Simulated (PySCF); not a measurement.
## One molecule, many functionals

CCl4.
Geometry (PBE0-D3(BJ)/def2-SVP, Å), atoms numbered from 1 in this order:
```xyz
5
CCl4 angstrom
Cl     0.133   -1.733    0.332
C      0.000    0.000    0.000
Cl    -1.246    0.705    1.040
Cl     1.553    0.784    0.325
Cl    -0.440    0.244   -1.697
```

Linear-response calculations in the def2-SVPD basis (PySCF; singlets by full response, triplets Tamm–Dancoff, core orbitals frozen in the response; HF means time-dependent Hartree–Fock). 'Strongest' is the level of largest summed f among the singlets computed (10 roots, of which the last may lack a degenerate partner); it can jump between rows when another state enters that window. S1 is the lowest singlet of each run and needn't be the same state throughout; f(S1) is that of one state. Isolated species at its PBE0-D3(BJ)/def2-SVP geometry, gas phase.

```json
{"functional": "LDA", "kind": "LDA", "S1 (eV)": "5.21", "f(S1)": "0.000", "strongest (eV)": "6.16", "T1 (eV)": "4.96", "HOMO (eV)": "-7.88", "gap (eV)": "5.08", "ionisation energy, ΔSCF (eV)": "10.95"}
{"functional": "PBE", "kind": "GGA", "S1 (eV)": "5.20", "f(S1)": "0.000", "strongest (eV)": "5.20", "T1 (eV)": "4.90", "HOMO (eV)": "-7.77", "gap (eV)": "5.08", "ionisation energy, ΔSCF (eV)": "10.80"}
{"functional": "B3LYP", "kind": "global hybrid, 20% exact exchange", "S1 (eV)": "5.85", "f(S1)": "0.000", "strongest (eV)": "6.89", "T1 (eV)": "5.38", "HOMO (eV)": "-8.92", "gap (eV)": "7.03", "ionisation energy, ΔSCF (eV)": "11.14"}
{"functional": "PBE0", "kind": "global hybrid, 25% exact exchange", "S1 (eV)": "6.03", "f(S1)": "0.000", "strongest (eV)": "7.04", "T1 (eV)": "5.49", "HOMO (eV)": "-9.22", "gap (eV)": "7.56", "ionisation energy, ΔSCF (eV)": "11.31"}
{"functional": "BHandHLYP", "kind": "global hybrid, 50% exact exchange", "S1 (eV)": "6.57", "f(S1)": "0.000", "strongest (eV)": "7.34", "T1 (eV)": "5.87", "HOMO (eV)": "-10.51", "gap (eV)": "9.97", "ionisation energy, ΔSCF (eV)": "11.68"}
{"functional": "CAM-B3LYP", "kind": "range-separated hybrid", "S1 (eV)": "6.31", "f(S1)": "0.000", "strongest (eV)": "7.11", "T1 (eV)": "5.68", "HOMO (eV)": "-10.59", "gap (eV)": "10.12", "ionisation energy, ΔSCF (eV)": "11.59"}
{"functional": "wB97X-D", "kind": "range-separated hybrid", "S1 (eV)": "6.30", "f(S1)": "0.000", "strongest (eV)": "7.14", "T1 (eV)": "5.73", "HOMO (eV)": "-11.11", "gap (eV)": "11.27", "ionisation energy, ΔSCF (eV)": "11.57"}
{"functional": "LC-wPBE", "kind": "range-separated hybrid", "S1 (eV)": "6.66", "f(S1)": "0.000", "strongest (eV)": "7.29", "T1 (eV)": "5.88", "HOMO (eV)": "-12.07", "gap (eV)": "12.84", "ionisation energy, ΔSCF (eV)": "12.03"}
```

Problem. What does HF (Hartree–Fock) give?

Solution. S1 (eV) 7.32, f(S1) 0.000, strongest (eV) 10.04, T1 (eV) 6.37, HOMO (eV) -12.62, gap (eV) 14.56, ionisation energy, ΔSCF (eV) not settled. S1 runs from 5.20 eV (PBE) to 7.32 eV (HF), a spread of 2.12 eV, while the orbital gap spreads over 9.5 eV. Along PBE (0%), B3LYP (20%), PBE0 (25%), BHandHLYP (50%), HF (100%) S1 rises with the share of exact exchange. −ε(HOMO) comes closest to its own ΔSCF ionisation energy with LC-wPBE (+0.04 eV) and misses most with LDA (-3.07 eV). 'Not settled' means that the ion's SCF failed to converge or may have ended in another state than the lowest.
